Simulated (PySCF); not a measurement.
Species: protonated nitrogen molecule, N2H (charge +1).
SMILES with atom numbers: `[N:1]#[NH+:2]` (hydrogens: H3 on N2)

Geometry (PBE0-D3(BJ)/def2-SVP, Å), atoms numbered from 1 in this order:
```xyz
3
N2H angstrom
N      1.1224    0.2109   -0.0117
N      0.0349    0.1017   -0.0094
H     -1.0044   -0.0027   -0.0072
```

Computed with PySCF at wB97X-D/def2-SVPD, non-relativistic, on one gas-phase PBE0-D3(BJ)/def2-SVP geometry that isn't relaxed in the solvent. The solvent is an IEF-PCM continuum (van der Waals radii × 1.2), and excitations are vertical TDDFT with non-equilibrium linear response and a frozen core. Only the electrostatic response of the medium enters.

Gas-phase singlets (H = HOMO, L = LUMO):

| state | E (eV) | λ (nm) | f | leading configurations |
| --- | --- | --- | --- | --- |
| S1 | 9.363 | 132 | 0.000 | H-1→L 41%, H-2→L+1 41%, H-1→L+1 9% |
| S2 | 9.882 | 125 | 0.000 | H-2→L+1 48%, H-1→L 48% |
| S3 | 9.883 | 125 | 0.000 | H-2→L 48%, H-1→L+1 48% |
| S4 | 10.155 | 122 | 0.033 | H→L 90%, H→L+1 9% |
| S5 | 10.155 | 122 | 0.033 | H→L+1 90%, H→L 9% |

Task: Give the list for tetrahydrofuran (ε = 7.426), n² = 1.97.

Result: 
| state | E (eV) | λ (nm) | f | leading configurations | change by rank (eV) |
| --- | --- | --- | --- | --- | --- |
| S1 | 9.328 | 133 | 0.000 | H-1→L 50%, H-2→L+1 50% | -0.035 |
| S2 | 9.844 | 126 | 0.000 | H-1→L+1 50%, H-2→L 50% | -0.038 |
| S3 | 9.844 | 126 | 0.000 | H-2→L+1 50%, H-1→L 50% | -0.039 |
| S4 | 10.327 | 120 | 0.037 | H→L 98% | +0.172 |
| S5 | 10.328 | 120 | 0.037 | H→L+1 98% | +0.173 |

Task: Give the list for acetonitrile (ε = 35.69), n² = 1.81.

Result: 
```
state  E (eV)  λ (nm)      f  leading configurations  change by rank (eV)
   S1   9.322     133  0.000  H-1→L 50%, H-2→L+1 49%               -0.041
   S2   9.840     126  0.000  H-1→L+1 49%, H-2→L 49%               -0.042
   S3   9.840     126  0.000  H-2→L+1 49%, H-1→L 49%               -0.043
   S4  10.375     119  0.037                 H→L 98%               +0.220
   S5  10.376     119  0.037               H→L+1 98%               +0.221
```

Task: How do the frontier levels move from gas to acetonitrile?

Result: 
| orbital | gas (eV) | solvent (eV) | change (eV) | Löwdin shares, gas | Löwdin shares, solvent |
| --- | --- | --- | --- | --- | --- |
| LUMO+2 | -4.73 | 2.30 | +7.03 | H3 66 %, N2 30 %, N1 5 % | H3 68 %, N2 27 %, N1 5 % |
| LUMO+1 | -8.28 | -1.78 | +6.50 | N1 52 %, N2 44 % | N1 52 %, N2 44 % |
| LUMO | -8.28 | -1.78 | +6.50 | N1 52 %, N2 44 % | N1 52 %, N2 44 % |
| HOMO | -24.31 | -18.09 | +6.22 | N1 81 %, N2 18 % | N1 81 %, N2 18 % |
| HOMO-1 | -25.04 | -18.50 | +6.54 | N2 54 %, N1 43 % | N2 53 %, N1 44 % |
| HOMO-2 | -25.04 | -18.50 | +6.54 | N2 54 %, N1 43 % | N2 53 %, N1 44 % |
| HOMO-3 | -31.99 | -25.15 | +6.84 | N2 57 %, H3 30 %, N1 12 % | N2 57 %, H3 30 %, N1 13 % |

The HOMO–LUMO gap goes from 16.03 to 16.32 eV. Shares within a degenerate set are those of one arbitrary member.
